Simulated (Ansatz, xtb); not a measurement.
# CH7AlSi: which of two isomers lies lower

Structure I is `[CH3][AlH][SiH3]`, a singlet and structure II is `[AlH2][CH2][SiH3]`, a singlet. Both are isolated molecules in the gas phase, relaxed with r2SCAN-D4/def2-SVP; the shapes shown needn't be the lowest conformers.

I (Å):

```xyz
10

C    -1.5773    0.1979   -0.7576
Al    0.0242   -0.7057   -0.0875
Si    1.4950    0.3936    1.5524
H     2.0348    1.6832    1.0030
H     0.3615   -2.1700   -0.6242
H    -1.7411    1.2045   -0.3415
H     2.6707   -0.4299    1.9817
H    -2.4797   -0.4036   -0.5439
H     0.7324    0.7586    2.7939
H    -1.5372    0.2927   -1.8581
```

II (Å):

```xyz
10

C    -0.1418   -1.3461   -1.1418
Al   -2.0625   -1.6769   -1.0029
Si    0.3382    0.4691   -1.2154
H    -2.9365   -1.8346   -2.3224
H    -2.7494   -1.7650    0.4290
H     0.2584   -1.8265   -2.0541
H     0.3801   -1.7858   -0.2714
H    -0.1335    1.1860    0.0117
H    -0.3003    1.1323   -2.3964
H     1.8173    0.6673   -1.3224
```

Estimate which is lower in electronic energy at CCSD(T)/def2-TZVP, and by roughly how much.

Too close to call at this level: CCSD(T)/def2-TZVP gives E(II) − E(I) = −4.22 kJ/mol.

The same difference at several levels:

```csv
level,geometry,E(II) − E(I) (kJ/mol),departure from the last row (kJ/mol),"job, with rough time for the two"
GFN2-xTB,GFN2-xTB,−34.70,−30.48,"optimisation, 0.22 s"
HF/STO-3G,GFN2-xTB,+9.22,+13.44,"single point, 0.2 s"
r2SCAN-D4/def2-SVP//GFN2-xTB,GFN2-xTB,+1.52,+5.73,"single point, 2.8 s"
r2SCAN-D4/def2-SVP,r2SCAN-D4/def2-SVP,+0.90,+5.12,"optimisation, 75 s"
HF/def2-TZVP,r2SCAN-D4/def2-SVP,−9.73,−5.51,part of the CCSD(T) run
MP2/def2-TZVP,r2SCAN-D4/def2-SVP,−13.08,−8.86,part of the CCSD(T) run
CCSD(T)/def2-TZVP,r2SCAN-D4/def2-SVP,−4.22,,"single point, 25 s"
```

As drawn, II has 1 C–Si, 1 Al–H in place of 1 Al–Si, 1 C–H.

HF/STO-3G puts the two in the other order. r2SCAN-D4/def2-SVP//GFN2-xTB, r2SCAN-D4/def2-SVP find them nearly level. The largest departure from CCSD(T)/def2-TZVP is that of GFN2-xTB, 30.48 kJ/mol. A small imaginary or near-zero mode remains, so no thermal terms are given.

The correlated steps freeze 11 core orbitals. Run with Ansatz 0.2.0, xtb 6.7.1; the last row on 2 threads of Arm Neoverse V1 on a shared host.
